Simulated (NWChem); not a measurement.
## Atomisation of hydrogen sulfide (H₂S)

```xyz
3

S      0.0000     0.0000     0.1040
H     -0.9715     0.0000    -0.8320
H      0.9715     0.0000    -0.8320
```
Charge 0, spin multiplicity 1.

Everything below was run with NWChem. The geometry was optimised at PBE0/def2-SVP, a minimum by its harmonic frequencies.

Basis set: def2-TZVP. The atomisation energy is electronic alone: no zero-point, thermal, spin-orbit or counterpoise terms. No value is extrapolated to the basis-set limit. Free atoms are single determinants with multiplicities S 3, H 2. Correlated methods freeze the same cores in atoms and molecule, 5 orbitals in all.

The correlated methods keep 5 core orbitals frozen. B3LYP has NWChem's definition, with VWN1-RPA local correlation. The stability of the SCF solutions was not checked. Open-shell Hartree-Fock references start from PBE0 orbitals.

**Question.** For the atomisation energy, HF gives 128.4 kcal/mol and B3LYP gives 181.1 kcal/mol. What do PBE, LDA (SVWN5), MP2 give?

**Answer.** PBE: 181.4 kcal/mol; LDA (SVWN5): 205.5 kcal/mol; MP2: 170.8 kcal/mol.
